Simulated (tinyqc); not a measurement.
UHF in the sto-3g basis, for OH+, spin multiplicity 3, step by step (part 2 of 2). Computed by tinyqc, a small Python program that keeps every step (integrals from PySCF). Command: `OMP_NUM_THREADS=1 python tinyqc.py 26374 26375 out.jsonl` (the two numbers bound the seeds that draw the settings). One thread of a shared host (Intel(R) Xeon(R) Processor @ 2.60GHz), about 0.3 s of CPU time with the checks.

Geometry (angstrom):
```
atom         x         y         z
O     0.000000  0.000000  0.000000
H     0.000000  0.000000  1.915000
```

## Iteration 3: diagonalisation and new density

F(alpha) (hartree), lower triangle:
```
             1O 1s      1O 2s     1O 2px     1O 2py     1O 2pz      2H 1s
1O 1s   -20.877190
1O 2s    -5.332506  -3.000085
1O 2px    0.000000   0.000000  -0.993810
1O 2py    0.000000   0.000000   0.000000  -0.993810
1O 2pz   -0.005803  -0.035954   0.000000   0.000000  -0.868504
2H 1s    -0.141113  -0.220519   0.000000   0.000000  -0.220784  -0.398773
```

F(beta) (hartree), lower triangle:
```
             1O 1s      1O 2s     1O 2px     1O 2py     1O 2pz      2H 1s
1O 1s   -20.824398
1O 2s    -5.251365  -2.613100
1O 2px    0.000000   0.000000  -0.059159
1O 2py    0.000000   0.000000   0.000000  -0.059159
1O 2pz   -0.005735  -0.022804   0.000000   0.000000  -0.654758
2H 1s    -0.138680  -0.212944   0.000000   0.000000  -0.251517  -0.508573
```

X, lower triangle:
```
            1O 1s      1O 2s    1O 2px    1O 2py     1O 2pz     2H 1s
1O 1s    1.021975
1O 2s   -0.123124   1.025186
1O 2px   0.000000   0.000000  1.000000
1O 2py   0.000000   0.000000  0.000000  1.000000
1O 2pz  -0.000458   0.003463  0.000000  0.000000   1.003662
2H 1s    0.005267  -0.046728  0.000000  0.000000  -0.049643  1.006816
```

Diagonalise F' = X^T F X, C = X C', fill 5 alpha and 3 beta electrons from the bottom; D(s) = C_occ C_occ^T. Each column has its largest component positive (the first on a tie).

F' = X^T F X (alpha) (hartree), lower triangle:
```
            1          2          3          4          5          6
1  -20.509578
2   -2.657663  -2.104963
3    0.000000   0.000000  -0.993810
4    0.000000   0.000000   0.000000  -0.993810
5   -0.004486  -0.026485   0.000000   0.000000  -0.854057
6    0.008762  -0.093356   0.000000   0.000000  -0.159635  -0.369714
```

orbital energies (alpha) (hartree): MO1 -20.885670, MO2 -1.736838, MO3 -0.993810, MO4 -0.993810, MO5 -0.898793, MO6 -0.317013

coefficients C (alpha):
```
              MO1        MO2        MO3       MO4        MO5        MO6
1O 1s    0.994643  -0.263824   0.000000  0.000000   0.016741   0.020568
1O 2s    0.021727   1.025363   0.000000  0.000000  -0.072641  -0.106038
1O 2px   0.000000   0.000000   0.994296  0.106658   0.000000   0.000000
1O 2py   0.000000   0.000000  -0.106658  0.994296   0.000000   0.000000
1O 2pz   0.000431   0.042126   0.000000  0.000000   0.948001  -0.330657
2H 1s   -0.001133   0.024755   0.000000  0.000000   0.235592   0.980937
```

F' = X^T F X (beta) (hartree), lower triangle:
```
            1          2          3          4          5          6
1  -20.468979
2   -2.626930  -1.718756
3    0.000000   0.000000  -0.059159
4    0.000000   0.000000   0.000000  -0.059159
5   -0.006250  -0.010096   0.000000   0.000000  -0.635857
6    0.008429  -0.099210   0.000000   0.000000  -0.196565  -0.477236
```

orbital energies (beta) (hartree): MO1 -20.830066, MO2 -1.370140, MO3 -0.761955, MO4 -0.338667, MO5 -0.059159, MO6 -0.059159

coefficients C (beta):
```
              MO1        MO2        MO3        MO4       MO5        MO6
1O 1s    0.995690  -0.258423   0.028921   0.024563  0.000000   0.000000
1O 2s    0.017618   1.018413  -0.128753  -0.119614  0.000000   0.000000
1O 2px   0.000000   0.000000   0.000000   0.000000  0.014387   0.999896
1O 2py   0.000000   0.000000   0.000000   0.000000  0.999896  -0.014387
1O 2pz   0.000383   0.042207   0.810885  -0.592029  0.000000   0.000000
2H 1s   -0.000905   0.072234   0.507563   0.869204  0.000000   0.000000
```

D(alpha) after iteration 3, lower triangle:
```
            1O 1s      1O 2s    1O 2px    1O 2py    1O 2pz     2H 1s
1O 1s    1.059197
1O 2s   -0.250121   1.057117
1O 2px   0.000000   0.000000  1.000000
1O 2py   0.000000   0.000000  0.000000  1.000000
1O 2pz   0.005185  -0.025660  0.000000  0.000000  0.900480
2H 1s   -0.003714   0.008244  0.000000  0.000000  0.224383  0.056117
```

D(beta) after iteration 3, lower triangle:
```
            1O 1s      1O 2s    1O 2px    1O 2py    1O 2pz     2H 1s
1O 1s    1.059017
1O 2s   -0.249363   1.054054
1O 2px   0.000000   0.000000  0.000000
1O 2py   0.000000   0.000000  0.000000  0.000000
1O 2pz   0.012926  -0.061413  0.000000  0.000000  0.659316
2H 1s   -0.004889   0.008197  0.000000  0.000000  0.414623  0.262839
```

Within a degenerate level the vectors are fixed only up to a rotation; this is one choice.

## Iteration 31 (converged): orbitals

converged F(alpha) (hartree), lower triangle:
```
             1O 1s      1O 2s     1O 2px     1O 2py     1O 2pz      2H 1s
1O 1s   -21.214235
1O 2s    -5.412722  -3.235008
1O 2px    0.000000   0.000000  -1.206191
1O 2py    0.000000   0.000000   0.000000  -1.206191
1O 2pz   -0.003935  -0.024470   0.000000   0.000000  -1.183179
2H 1s    -0.142538  -0.216391   0.000000   0.000000  -0.165317  -0.122926
```

converged F(beta) (hartree), lower triangle:
```
             1O 1s      1O 2s     1O 2px     1O 2py     1O 2pz      2H 1s
1O 1s   -21.146758
1O 2s    -5.308764  -2.743120
1O 2px    0.000000   0.000000  -0.243761
1O 2py    0.000000   0.000000   0.000000  -0.243761
1O 2pz   -0.004009   0.003807   0.000000   0.000000  -0.459050
2H 1s    -0.139914  -0.215955   0.000000   0.000000  -0.252776  -0.689164
```

As before.

F' = X^T F X (alpha) (hartree), lower triangle:
```
            1          2          3          4          5          6
1  -20.844988
2   -2.670814  -2.336480
3    0.000000   0.000000  -1.206191
4    0.000000   0.000000   0.000000  -1.206191
5   -0.003555  -0.018965   0.000000   0.000000  -1.175814
6    0.008891  -0.091507   0.000000   0.000000  -0.102028  -0.097248
```

orbital energies (alpha) (hartree): MO1 -21.222687, MO2 -1.963997, MO3 -1.206191, MO4 -1.206191, MO5 -1.184461, MO6 -0.083385

coefficients C (alpha):
```
              MO1        MO2        MO3       MO4        MO5        MO6
1O 1s    0.994667  -0.264318   0.000000  0.000000   0.008770   0.017791
1O 2s    0.021632   1.028271   0.000000  0.000000  -0.036130  -0.096158
1O 2px   0.000000   0.000000  -0.129779  0.991543   0.000000   0.000000
1O 2py   0.000000   0.000000   0.991543  0.129779   0.000000   0.000000
1O 2pz   0.000332   0.030798   0.000000  0.000000   0.994339  -0.141969
2H 1s   -0.001151   0.002689   0.000000  0.000000   0.043326   1.008201
```

F' = X^T F X (beta) (hartree), lower triangle:
```
            1          2          3          4          5          6
1  -20.793202
2   -2.630911  -1.845733
3    0.000000   0.000000  -0.243761
4    0.000000   0.000000   0.000000  -0.243761
5   -0.007774   0.017111   0.000000   0.000000  -0.438850
6    0.006953  -0.089268   0.000000   0.000000  -0.199805  -0.659561
```

orbital energies (beta) (hartree): MO1 -21.151730, MO2 -1.496763, MO3 -0.771105, MO4 -0.317749, MO5 -0.243761, MO6 -0.243761

coefficients C (beta):
```
              MO1        MO2        MO3        MO4       MO5        MO6
1O 1s    0.995992  -0.257964   0.028135  -0.016838  0.000000   0.000000
1O 2s    0.016421   1.021510  -0.134241   0.081169  0.000000   0.000000
1O 2px   0.000000   0.000000   0.000000   0.000000  0.011498   0.999934
1O 2py   0.000000   0.000000   0.000000   0.000000  0.999934  -0.011498
1O 2pz   0.000265   0.001453   0.476129   0.884937  0.000000   0.000000
2H 1s   -0.000847   0.060765   0.835537  -0.562619  0.000000   0.000000
```

D(alpha) after iteration 31, lower triangle:
```
            1O 1s      1O 2s    1O 2px    1O 2py    1O 2pz     2H 1s
1O 1s    1.059304
1O 2s   -0.250591   1.059115
1O 2px   0.000000   0.000000  1.000000
1O 2py   0.000000   0.000000  0.000000  1.000000
1O 2pz   0.000910  -0.004250  0.000000  0.000000  0.989659
2H 1s   -0.001475   0.001175  0.000000  0.000000  0.043163  0.001886
```

D(beta) after iteration 31, lower triangle:
```
            1O 1s      1O 2s    1O 2px    1O 2py    1O 2pz     2H 1s
1O 1s    1.059337
1O 2s   -0.250935   1.061773
1O 2px   0.000000   0.000000  0.000000
1O 2py   0.000000   0.000000  0.000000  0.000000
1O 2pz   0.013285  -0.062427  0.000000  0.000000  0.226701
2H 1s    0.006988  -0.050105  0.000000  0.000000  0.397911  0.701814
```

Within a degenerate level the vectors are fixed only up to a rotation; this is one choice.

## Convergence

Stop when the energy changes by less than 1e-10 hartree and every element of the error matrix X^T (F D S - S D F) X (for each spin) is below 3e-06.

Course of the cycle:
```
iteration   E (hartree)     change  largest element of the error matrix
1          -73.79965333          -                             7.52e-02
2          -73.88471300  -8.51e-02                             6.77e-02
3          -73.90574169  -2.10e-02                             3.10e-02
4          -73.91189618  -6.15e-03                             3.03e-02
5          -73.91891971  -7.02e-03                             3.18e-02
6          -73.92598173  -7.06e-03                             3.07e-02
7          -73.93183716  -5.86e-03                             2.69e-02
8          -73.93585374  -4.02e-03                             2.17e-02
9          -73.93821632  -2.36e-03                             1.63e-02
10         -73.93946523  -1.25e-03                             1.18e-02
11         -73.94008267  -6.17e-04                             8.24e-03
12         -73.94037593  -2.93e-04                             5.67e-03
13         -73.94051193  -1.36e-04                             3.86e-03
14         -73.94057410  -6.22e-05                             2.61e-03
...                 ...        ...                                  ...
18         -73.94062318  -2.55e-06                             5.27e-04
19         -73.94062432  -1.14e-06                             3.52e-04
20         -73.94062483  -5.08e-07                             2.35e-04
21         -73.94062506  -2.27e-07                             1.57e-04
22         -73.94062516  -1.01e-07                             1.05e-04
23         -73.94062520  -4.51e-08                             7.00e-05
24         -73.94062522  -2.01e-08                             4.68e-05
25         -73.94062523  -8.96e-09                             3.12e-05
26         -73.94062524  -3.99e-09                             2.08e-05
27         -73.94062524  -1.78e-09                             1.39e-05
28         -73.94062524  -7.93e-10                             9.28e-06
29         -73.94062524  -3.53e-10                             6.20e-06
30         -73.94062524  -1.57e-10                             4.14e-06
31         -73.94062524  -7.01e-11                             2.76e-06
```

PySCF UHF in the same basis, after a stability check = -73.94062524 hartree

Converged in 31 iterations.

## Populations, bond orders and dipole

overlap S, lower triangle:
```
           1O 1s     1O 2s    1O 2px    1O 2py    1O 2pz     2H 1s
1O 1s   1.000000
1O 2s   0.236704  1.000000
1O 2px  0.000000  0.000000  1.000000
1O 2py  0.000000  0.000000  0.000000  1.000000
1O 2pz  0.000000  0.000000  0.000000  0.000000  1.000000
2H 1s   0.006096  0.090219  0.000000  0.000000  0.098169  1.000000
```

Mulliken: Z minus the diagonal of D S on the atom; Loewdin: the same with S^(1/2) D S^(1/2); Mayer order: 2 sum_s sum (D(s) S)_ij (D(s) S)_ji over the two atoms.

Charges (e):
```
atom  Mulliken   Loewdin  Mulliken spin
1O    0.742619  0.746419       2.730179
2H    0.257381  0.253581      -0.730179
```

Mayer bond orders:
```
pair     order
2-1   0.400594
```

dipole moment about the origin, x y z (debye): 0.000000  0.000000  2.544580

<S^2> of the determinant (pure state: 2) = 2.648683
